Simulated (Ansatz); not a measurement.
Geometry optimisation, RKS PBE0-D4/def2-SVP in Ansatz 0.2.0.

input.yaml

```yaml
crystal:
  periodic: [false, false, false]
  atoms:
    - { symbol: "N", position_ang: [-0.9425, 0.9399, -0.7074] }
    - { symbol: C, position_ang: [-0.9127, -0.0727, 0.0274] }
    - { symbol: C, position_ang: [0.3849, -0.6571, 0.4507] }
    - { symbol: "N", position_ang: [1.6009, 0.1405, -0.0806] }
    - { symbol: H, position_ang: [-1.9758, 1.2031, -0.9109] }
    - { symbol: H, position_ang: [-1.8213, -0.567, 0.3765] }
    - { symbol: H, position_ang: [0.4782, -0.6653, 1.5617] }
    - { symbol: H, position_ang: [0.5113, -1.6748, 0.1034] }
    - { symbol: H, position_ang: [1.3714, 1.1178, 0.2489] }
    - { symbol: H, position_ang: [1.3888, 0.1845, -1.0666] }
basis:
  gaussian: { orbitals: def2-SVP }
hamiltonian:
  xc: pbe0
  dispersion: d4
relax:
  f_tol: 0.015
  max_steps: 40
output:
  orbitals: {}
```

Run as:

```bash
$ ansatz run input.yaml --threads 1 --pin off --max-ram 2048MiB --backend cpu --events-out ev --progress --plain --runs-dir out
```

Task: Where does it end, and by what steps?

Result: It converged. After 7 steps the energy has fallen by 0.335 eV; H10 moved furthest, 0.12 Å.

```tsv
step	energy less start (eV)	largest force component (eV/Å)	accepted
0	0.0000	2.574	yes
1	-0.2620	1.509	yes
2	-0.3139	0.567	yes
3	-0.3300	0.197	yes
4	-0.3340	0.117	yes
5	-0.3342	0.155	yes
6	-0.3348	0.031	yes
7	-0.3348	0.004	yes
```

```xyz
10
Properties=species:S:1:pos:R:3
N -1.029 0.967 -0.712
C -0.931 -0.064 0.019
C 0.414 -0.600 0.429
N 1.561 0.124 -0.053
H -2.011 1.190 -0.893
H -1.806 -0.632 0.399
H 0.436 -0.651 1.535
H 0.470 -1.657 0.108
H 1.476 1.097 0.241
H 1.505 0.175 -1.070
```

Whether the end is a true minimum wasn't checked by a vibrational analysis.

Run time: 26 s on 1 thread of Intel(R) Xeon(R) Processor @ 2.70GHz (shared host), peak memory 0.17 GiB.
